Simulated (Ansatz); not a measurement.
`CCOC(C)F` → `COC(C)F` + `[CH2]` (triplet) at 500 K and 1 bar (formal loss of a carbene).

Calculated with Ansatz (gas phase, PBE0-D4/def2-TZVP geometries, no zero-point term in ΔE). CCSD(T)/CBS adds triple-zeta CCSD(T) − MP2 to the extrapolated MP2 energy (def2 sets, frozen cores). This one scheme is used for every species. Triplets are unrestricted, without spin–orbit coupling. Each species was taken in one conformer, which may not be the lowest.

| species | CCSD(T)/CBS energy (Eh) | H − E (kJ/mol) | S (J/(mol·K)) |
| --- | --- | --- | --- |
| `CCOC(C)F` | -332.59392 | 390.2 | 423.7 |
| `COC(C)F` | -293.32811 | 306.8 | 377.8 |
| `[CH2]` (triplet) | -39.09499 | 62.7 | 213.9 |

H − E and S are ideal-gas, rigid-rotor, harmonic terms from PBE0-D4/def2-TZVP, for one conformer and one mirror image of each species, with the whole ground term of open shells counted as degenerate. 1 Eh = 2625.50 kJ/mol, R = 8.31446 J/(mol·K).

Problem. By hand: ΔE, ΔH, ΔS and ΔG.

Solution. ΔE = (-293.32811) + (-39.09499) − (-332.59392) = 0.17082 Eh = 448.5 kJ/mol. Δ(H − E) = 306.8 + 62.7 − 390.2 = -20.7, so ΔH = 427.8 kJ/mol. ΔS = 377.8 + 213.9 − 423.7 = 168.0 J/(mol·K). ΔG = 427.8 − 500 × (168.0)/1000 = 343.8 kJ/mol.

Problem. By hand: the equilibrium constant, and the temperature at which ΔG would vanish if ΔH and ΔS stayed fixed.

Solution. log₁₀ K = −ΔG/(RT ln 10) = -35.9. ΔG = 0 at ΔH/ΔS = 2546 K, far beyond where these terms or the molecules hold.

The number of gas molecules changes by +1, which sets the sign of ΔS. A doubt of 5 kJ/mol in ΔE shifts log₁₀ K by 0.5 here. Other conformers and mirror images would add mixing entropy, several J/(mol·K) or more a flexible species. A triplet takes part, so the spin changes. These are equilibria of isolated gas molecules and say nothing of rates. Largest T1 diagnostic: 0.011 (customary marks: 0.02 for closed shells, 0.045 for open ones).
